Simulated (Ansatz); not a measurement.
# Si₂NH₆ radical: one species, many methods

How much do the methods differ for Si₂NH₆ radical? The plan is to run it at one geometry with functionals of several rungs and with coupled cluster, and see how far each lands from CCSD(T) at the basis-set limit for the atomisation energy.

Computed with Ansatz 0.2.0, Gaussian basis. Level: functionals in def2-TZVPP, the program's frozen cores in correlated methods.

Plan: LDA (SPW92), PBE-D4, revPBE-D4, BLYP-D4, r2SCAN-D4, B97M-V, PBE0-D4, B3LYP-D4, r2SCANh-D4, r2SCAN0-D4, HSE06-D4, BHLYP-D4, CAM-B3LYP-D4, LC-ωPBE, ωB97X-V, ωB97M-V, B2PLYP, PBE-QIDH; CCSD(T)/def2-SVP; CCSD(T)/def2-TZVPP; CCSD(T)/def2-QZVPP; extrapolation to the limit; RPA on PBE.

## 1. The geometry

The geometry comes from an earlier relaxation with PBE0-D4 in a triple-zeta def2 set; it is a stationary point, not always the lowest conformer.

9 atoms, charge 0, spin multiplicity 2.

Atoms are counted from 1 here; the program's logs count them from 0.

Bond lengths: Si1–N2 1.730 Å, Si1–H4 1.491 Å, Si1–H5 1.494 Å, N2–Si3 1.731 Å, N2–H6 1.011 Å, Si3–H7 1.488 Å, Si3–H8 1.483 Å, Si3–H9 1.488 Å. Angles: N2–Si1–H4 107.7°, N2–Si1–H5 108.7°, H4–Si1–H5 110.7°, Si1–N2–Si3 128.1°, Si1–N2–H6 115.1°, Si3–N2–H6 116.2°, N2–Si3–H7 111.1°, N2–Si3–H8 106.9°, N2–Si3–H9 112.0°, H7–Si3–H8 109.8°, H7–Si3–H9 107.5°, H8–Si3–H9 109.5°.

## 2. LDA

This LDA is Slater exchange with PW92 correlation.

Input file in.yaml:

```yaml
crystal:
  periodic: [false, false, false]
  atoms:
    - {symbol: Si, position_ang: [-1.200856, 0.925305, -0.948367]}
    - {symbol: N, position_ang: [0.196886, 0.625803, 0.025193]}
    - {symbol: Si, position_ang: [0.611744, -0.820464, 0.880208]}
    - {symbol: H, position_ang: [-1.616525, -0.372047, -1.554540]}
    - {symbol: H, position_ang: [-0.842900, 1.913407, -2.010927]}
    - {symbol: H, position_ang: [0.764121, 1.439256, 0.222199]}
    - {symbol: H, position_ang: [1.982631, -1.276549, 0.525392]}
    - {symbol: H, position_ang: [-0.378231, -1.853403, 0.488479]}
    - {symbol: H, position_ang: [0.571629, -0.627709, 2.355364]}
basis:
  gaussian: {orbitals: def2-TZVPP}
magnetization: {spin_polarized: true, initial_magnetization: 1}
hamiltonian: {xc: lda}
output: {orbitals: {seedname: orbitals}}
```

Command:

```
> ansatz run in.yaml --threads 2 --pin off --events-out ev --progress --plain --max-ram 32768MiB --backend cpu
```

The runs that follow: PBE-D4 (GGA); revPBE-D4 (GGA); BLYP-D4 (GGA); r2SCAN-D4 (meta-GGA); B97M-V (meta-GGA); B3LYP-D4 (hybrid); r2SCANh-D4 (hybrid); r2SCAN0-D4 (hybrid); HSE06-D4 (hybrid); BHLYP-D4 (hybrid); CAM-B3LYP-D4 (range-separated); LC-ωPBE (range-separated); ωB97X-V (range-separated); ωB97M-V (range-separated); B2PLYP (double hybrid); PBE-QIDH (double hybrid); CCSD(T) in def2-SVP; CCSD(T) in def2-TZVPP; CCSD(T) in def2-QZVPP; RPA on PBE orbitals.

**Question.** What will the summary of the whole plan be? Wanted: atomisation energy, CCSD(T)/CBS; farthest beyond LDA; mean size of error, GGA; mean size of error, meta-GGA; mean size of error, hybrid; mean size of error, range-separated; mean size of error, double hybrid; gap, smallest and largest; T1 diagnostic.

The runs gave:

| quantity | value |
| --- | --- |
| atomisation energy, CCSD(T)/CBS | 646.9 kcal/mol |
| functionals within 3.2 kcal/mol (0.5 %) | BLYP-D4, r2SCAN-D4, B97M-V, B3LYP-D4, ωB97M-V |
| farthest beyond LDA | revPBE-D4 (-13.3 kcal/mol) |
| mean size of error, GGA | 6.3 kcal/mol |
| mean size of error, meta-GGA | 1.5 kcal/mol |
| mean size of error, hybrid | 6.6 kcal/mol |
| mean size of error, range-separated | 4.7 kcal/mol |
| mean size of error, double hybrid | 9.8 kcal/mol |
| gap, smallest and largest | 1.11 eV (LDA (SPW92)), 8.54 eV (LC-ωPBE) |
| T1 diagnostic | 0.0144 |
| triples share of the correlation energy | 3.4 % |

**Reading.** The LDA atomisation energy is off by 71.4 kcal/mol (11 %): it overbinds. PBE-D4 misses by -3.7 kcal/mol. Double hybrids carry the basis error of their MP2 part in triple zeta, and no dispersion term here, so their miss is partly the set-up's. Taken by rung, meta-GGA functionals do best (1.5 kcal/mol on average) and double hybrid ones worst beyond LDA (9.8 kcal/mol). The reference freezes the cores and leaves out relativity and excitations past (T), so misses under about 3.2 kcal/mol can't be ranked. Hartree-Fock recovers 74 % of the binding; the rest is correlation. CCSD(T) in def2-SVP is off by -52.4 kcal/mol, worse than the median functional, from the basis alone. Orbital gaps span 1.1 to 8.5 eV; exact exchange widens them.
